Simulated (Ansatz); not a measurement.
# BClH2O, SMILES OBCl: an active-space calculation

Run with Ansatz's Python interface.

`bclh2o.xyz`
```text
5

O    -0.83130   -0.60960   -0.49160
B     0.37740   -0.07780    0.04480
Cl    1.02580    1.54970   -0.51960
H    -1.49840   -0.20430    0.10850
H     0.97640   -0.73170    0.81650
```

`bclh2o_cas.py`
```python
import ansatz as az

geometry = az.Crystal.molecule_from_extxyz("bclh2o.xyz")

base = geometry.calculation()
base = base.basis(gaussian="cc-pVDZ")
base = base.correlation(active_electrons=6, active_orbitals=6)
for method in ["sc_nevpt2"]:
    data = (base if method is None else base.correlation(method)).run(threads=1).report
    space = data["configurations"]
    state = space["states"][0]
    print(method or "casscf", f"total {data['free_energy_ev'] / 27.211386246:.6f} Ha, active-space state {state['energy']['hartree']:.6f} Ha, mean field {data['reference_energy_ev'] / 27.211386246:.6f} Ha")
    print("  determinants", state["n_determinants"], " natural occupations", [round(n, 3) for n in space["natural_occupations"]])
print("effectively unpaired electrons, sum of min(n, 2 - n):", round(sum(min(n, 2 - n) for n in space["natural_occupations"]), 3))
```

```console
$ python bclh2o_cas.py
RunWarning: the results are in doubt because another end's mean lies 1.034 eV lower, and its corrected mean 0.205 eV higher
sc_nevpt2 total -560.686987 Ha, active-space state -560.340000 Ha, mean field -560.288304 Ha
  determinants 400  natural occupations [1.988, 1.986, 1.972, 0.023, 0.017, 0.014]
effectively unpaired electrons, sum of min(n, 2 - n): 0.109
```
(Warnings from the package without file and line.)

Caveats:
- Total energies depend on the basis set; only differences at equal settings carry meaning.
- The geometry is a force-field or estimated start, not a minimum of this method, and the basis set is short of its limit. The active space starts as a window about the frontier orbitals and is then optimised, not chosen by chemistry.
- A lower CASSCF solution was found and passed over, so the printed active-space state isn't the lowest.
- Timing: 4.2 s on 1 thread of Arm Neoverse V2, with other jobs on the host, peak memory 0.16 GiB.

(Lines on the test bed's own set-up are left out of the output.)
